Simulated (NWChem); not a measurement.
Program: NWChem. System: chlorine (Cl₂), charge 0, spin multiplicity 1, at a geometry optimised with PBE0/def2-SVP. Level: constrained PBE/def2-SVP.

Job file:

```
start mol
memory heap 200 mb stack 800 mb global 1000 mb
geometry units angstroms nocenter noautoz noautosym
  Cl     0.000000     0.000000     1.012768
  Cl     0.000000     0.000000    -1.012768
end
basis spherical
  * library def2-svp
end
dft
  xc xpbe96 cpbe96
  semidirect memsize 60000000 filesize 0
  iterations 100
  convergence nolevelshifting
  cdft 1 1 charge -0.6 pop lowdin
end
task dft energy
```

Part of the output:

```
             Northwest Computational Chemistry Package (NWChem) 7.3.0
             --------------------------------------------------------

                                NWChem Input Module
                                -------------------

 Scaling coordinates for geometry "geometry" by  1.889725989
 (inverse scale =  0.529177249)

                             Geometry "geometry" -> ""
                             -------------------------

 Output coordinates in angstroms (scale by  1.889725989 to convert to a.u.)

  No.       Tag          Charge          X              Y              Z
 ---- ---------------- ---------- -------------- -------------- --------------
    1 Cl                  17.0000     0.00000000     0.00000000     1.01276800
    2 Cl                  17.0000     0.00000000     0.00000000    -1.01276800

 Effective nuclear repulsion energy (a.u.)      75.5021016466

            Nuclear Dipole moment (a.u.)
            ----------------------------
        X                 Y               Z
 ---------------- ---------------- ----------------
     0.0000000000     0.0000000000     0.0000000000


 Summary of "ao basis" -> "" (spherical)
 ------------------------------------------------------------------------------
       Tag                 Description            Shells   Functions and Types
 ---------------- ------------------------------  ------  ---------------------
 *                          def2-svp                  on all atoms

  pbe96 is a nonlocal functional; adding pw91lda local functional.

                                 NWChem DFT Module
                                 -----------------

 Summary of "ao basis" -> "ao basis" (spherical)
 ------------------------------------------------------------------------------
       Tag                 Description            Shells   Functions and Types
 ---------------- ------------------------------  ------  ---------------------
 Cl                         def2-svp                 8       18   4s3p1d

 Summary of "ao basis" -> "ao basis" (spherical)
 ------------------------------------------------------------------------------
       Tag                 Description            Shells   Functions and Types
 ---------------- ------------------------------  ------  ---------------------
 Cl                         def2-svp                 8       18   4s3p1d

            General Information
            -------------------
          SCF calculation type: DFT
          Wavefunction type:  closed shell.
          No. of atoms     :     2
          No. of electrons :    34
           Alpha electrons :    17
            Beta electrons :    17
          Charge           :     0
          Spin multiplicity:     1
          Use of symmetry is: off; symmetry adaption is: off
          Maximum number of iterations: 100
          AO basis - number of functions:    36
                     number of shells:    16
          Convergence on energy requested:  1.00D-06
          Convergence on density requested:  1.00D-05
          Convergence on gradient requested:  5.00D-04

              XC Information
              --------------
          PerdewBurkeErnzerhof Exchange Functional  1.000
            Perdew 1991 LDA Correlation Functional  1.000 local
           PerdewBurkeErnz. Correlation Functional  1.000 non-local

             Grid Information
             ----------------
          Grid used for XC integration:  medium
          Radial quadrature: Mura-Knowles
          Angular quadrature: Lebedev.
[...]
  CDFT final multipliers
      1       -0.0000010770

         Total DFT energy =     -919.552397277184
      One electron energy =    -1419.996835460879
           Coulomb energy =      481.038355039913
    Exchange-Corr. energy =      -56.096018502851
 Nuclear repulsion energy =       75.502101646632

 Numeric. integr. density =       34.000000020607

     Total iterative time =      0.5s

                       DFT Final Molecular Orbital Analysis
                       ------------------------------------

 Vector   15  Occ=2.000000D+00  E=-6.879692D-01
              MO Center= -2.9D-08, -2.7D-08,  4.0D-02, r^2= 2.4D+00
   Bfn.  Coefficient  Atom+Function         Bfn.  Coefficient  Atom+Function
  ----- ------------  ---------------      ----- ------------  ---------------
    13      0.531135  1 Cl pz                21      0.432409  2 Cl s
    10      0.383091  1 Cl pz                20     -0.302821  2 Cl s
    22      0.298679  2 Cl s                 28     -0.227925  2 Cl pz
     7      0.224119  1 Cl pz                25     -0.128154  2 Cl pz
    31     -0.120269  2 Cl pz                19      0.047491  2 Cl s

 Vector   16  Occ=2.000000D+00  E=-4.062271D-01
              MO Center= -7.8D-10, -9.7D-10, -9.4D-01, r^2= 1.2D+00
   Bfn.  Coefficient  Atom+Function         Bfn.  Coefficient  Atom+Function
  ----- ------------  ---------------      ----- ------------  ---------------
    30      0.453022  2 Cl py                29      0.421218  2 Cl px
    27      0.386309  2 Cl py                26      0.359189  2 Cl px
    24      0.215140  2 Cl py                23      0.200036  2 Cl px
    12     -0.103610  1 Cl py                11     -0.096336  1 Cl px
     9     -0.087508  1 Cl py                 8     -0.081365  1 Cl px

 Vector   17  Occ=2.000000D+00  E=-4.062271D-01
              MO Center= -6.5D-09, -7.6D-09, -9.4D-01, r^2= 1.2D+00
   Bfn.  Coefficient  Atom+Function         Bfn.  Coefficient  Atom+Function
  ----- ------------  ---------------      ----- ------------  ---------------
    29      0.453022  2 Cl px                30     -0.421218  2 Cl py
    26      0.386309  2 Cl px                27     -0.359189  2 Cl py
    23      0.215140  2 Cl px                24     -0.200036  2 Cl py
    11     -0.103610  1 Cl px                12      0.096336  1 Cl py
     8     -0.087508  1 Cl px                 9      0.081365  1 Cl py

 Vector   18  Occ=0.000000D+00  E=-3.643598D-01
              MO Center=  5.0D-09,  6.8D-09, -5.0D-01, r^2= 2.0D+00
   Bfn.  Coefficient  Atom+Function         Bfn.  Coefficient  Atom+Function
  ----- ------------  ---------------      ----- ------------  ---------------
    31      0.705931  2 Cl pz                13      0.494846  1 Cl pz
    28      0.494663  2 Cl pz                10      0.278955  1 Cl pz
    25      0.273063  2 Cl pz                 3     -0.212449  1 Cl s
     4     -0.170364  1 Cl s                 21      0.168909  2 Cl s
    22      0.154044  2 Cl s                  7      0.150232  1 Cl pz

 Vector   19  Occ=0.000000D+00  E= 1.671977D-02
              MO Center= -1.2D-08, -2.2D-08,  1.0D+00, r^2= 2.0D+00
   Bfn.  Coefficient  Atom+Function         Bfn.  Coefficient  Atom+Function
  ----- ------------  ---------------      ----- ------------  ---------------
     4     -2.086596  1 Cl s                  3      2.060419  1 Cl s
     2     -0.535310  1 Cl s                 31      0.310845  2 Cl pz
    16      0.262388  1 Cl d  0              13      0.260352  1 Cl pz
    21      0.213048  2 Cl s                 22      0.159143  2 Cl s
    34      0.122803  2 Cl d  0              20     -0.093442  2 Cl s

 Vector   20  Occ=0.000000D+00  E= 2.168991D-01
              MO Center= -3.4D-10, -5.1D-10,  6.9D-01, r^2= 2.0D+00
   Bfn.  Coefficient  Atom+Function         Bfn.  Coefficient  Atom+Function
  ----- ------------  ---------------      ----- ------------  ---------------
    16      0.699344  1 Cl d  0               3     -0.603282  1 Cl s
     4      0.537929  1 Cl s                 10     -0.524510  1 Cl pz
    13      0.478959  1 Cl pz                34      0.410252  2 Cl d  0
     2      0.177123  1 Cl s                  7     -0.157465  1 Cl pz
    31     -0.131418  2 Cl pz                21     -0.098812  2 Cl s

     ---------------------------------------------
      Total Density - Mulliken Population Analysis
     ---------------------------------------------

    Atom       Charge   Shell Charges
 -----------   ------   -------------------------------------------------------
    1 Cl  17    17.85   2.00  1.98  1.23  0.84  5.93  2.16  3.65  0.05
    2 Cl  17    16.15   2.00  1.99  1.40  0.50  5.92  2.03  2.30  0.02

     -------------------------------------------
      Total Density - Lowdin Population Analysis
     -------------------------------------------

    Atom       Charge   Shell Charges
 -----------   ------   -------------------------------------------------------
    1 Cl  17    17.60   2.00  1.96  1.09  0.91  5.82  2.35  3.43  0.05
    2 Cl  17    16.40   2.00  1.96  1.15  0.81  5.80  2.10  2.53  0.04

 center of mass
 --------------
 x =   0.00000000 y =   0.00000000 z =   0.00000000

 moments of inertia (a.u.)
 ------------------
         256.170407256312           0.000000000000           0.000000000000
           0.000000000000         256.170407256312           0.000000000000
           0.000000000000           0.000000000000           0.000000000000

     Multipole analysis of the density
     ---------------------------------

     L   x y z        total         alpha         beta         nuclear
     -   - - -        -----         -----         ----         -------
     0   0 0 0     -0.000000    -17.000000    -17.000000     34.000000

     1   1 0 0      0.000000      0.000000      0.000000      0.000000
     1   0 1 0      0.000000      0.000000      0.000000      0.000000
     1   0 0 1     -2.263395     -1.131698     -1.131698      0.000000

     2   2 0 0    -18.502464     -9.251232     -9.251232      0.000000
     2   1 1 0     -0.000000     -0.000000     -0.000000      0.000000
     2   1 0 1      0.000000      0.000000      0.000000      0.000000
     2   0 2 0    -18.502464     -9.251232     -9.251232      0.000000
     2   0 1 1      0.000000      0.000000      0.000000      0.000000
     2   0 0 2    -16.443312    -70.489888    -70.489888    124.536464

 Task  times  cpu:        0.6s     wall:        0.6s

 Total times  cpu:        0.7s     wall:        0.7s
```
